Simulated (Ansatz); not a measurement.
A nudged elastic band was laid between two geometries of BFH2 + H3P (8 atoms, charge 0, multiplicity 1).

Computed with Ansatz 0.2.0, RKS PBE0-D4/def2-SVP.

```json
{
 "movable images": "7",
 "climbing image": "yes",
 "spring": "5.0 eV/Å²",
 "optimiser": "quadratic models (default)",
 "start path": "through a guess of the saddle point",
 "force threshold": "0.05 eV/Å",
 "iteration limit": "60",
 "end points": "relaxed"
}
```

Image 0:

```xyz
8
Properties=species:S:1:pos:R:3
B 0.003 0.359 -0.049
H -0.231 0.753 1.070
H 1.114 0.224 -0.507
F -1.023 0.099 -0.837
P 0.236 -2.995 1.110
H -0.724 -2.592 0.133
H 1.337 -2.465 0.371
H 0.072 -1.805 1.885
```

Image 8:

```xyz
8
Properties=species:S:1:pos:R:3
B 0.188 -0.730 -0.339
H -0.418 0.874 2.318
H 1.174 -0.029 -0.389
F -0.961 -0.209 -0.735
P 0.241 -2.484 0.421
H -0.682 -3.128 -0.450
H 1.436 -2.910 -0.222
H -0.194 0.193 2.574
```

**Question.** Which bonds break or form, and what moves?

**Answer.** Bonds broken: B1–H2, P5–H8. Bonds formed: B1–P5, H2–H8. BFH2 + H3P becomes BFH3P + H2.

**Question.** What energy profile does the band end with?

**Answer.** It converged. The highest image is number 4 of 0 to 8, 21.4 kcal/mol above the first end and 20.3 kcal/mol above the last; the last end lies 1.1 kcal/mol above the first. A vibrational analysis at the climbing image gives 2 clearly imaginary modes (883i, 74i cm⁻¹): a point of higher order, so a lower path passes nearby. The orbitals stay closed-shell, which can raise the energy where a bond breaks towards radicals; this wasn't checked here.

```
image  path coordinate (Å)  energy (kcal/mol)  B1–H2 (Å)  P5–H8 (Å)  B1–P5 (Å)
    0                 0.00                0.0       1.21       1.43       3.56
    1                 0.54                0.1       1.21       1.43       3.42
    2                 1.07                1.3       1.21       1.44       3.07
    3                 1.60                8.5       1.22       1.50       2.60
    4                 2.14               21.4       1.31       1.78       2.20
    5                 2.76               10.3       1.67       2.29       1.97
    6                 3.38                4.4       2.22       2.70       1.93
    7                 4.00                1.7       2.69       3.08       1.92
    8                 4.62                1.1       3.16       3.46       1.91
```

**Question.** What is the geometry of the highest image?

**Answer.** 
```xyz
8
Properties=species:S:1:pos:R:3:forces:R:3
B 0.094 -0.303 0.204 0.01 -0.02 0.01
H -0.230 0.380 1.269 -0.02 0.01 -0.01
H 1.233 0.032 -0.001 0.01 0.00 0.03
F -0.874 -0.241 -0.743 0.01 0.00 0.01
P 0.339 -2.352 0.957 0.04 0.02 0.01
H -0.816 -2.723 0.212 -0.02 0.00 0.02
H 1.241 -2.504 -0.130 -0.02 0.00 -0.03
H -0.202 -0.712 1.409 -0.01 -0.01 -0.02
```

The run took 6.5 min on 1 thread of Arm Neoverse V2 (shared host), peak memory 0.13 GiB.
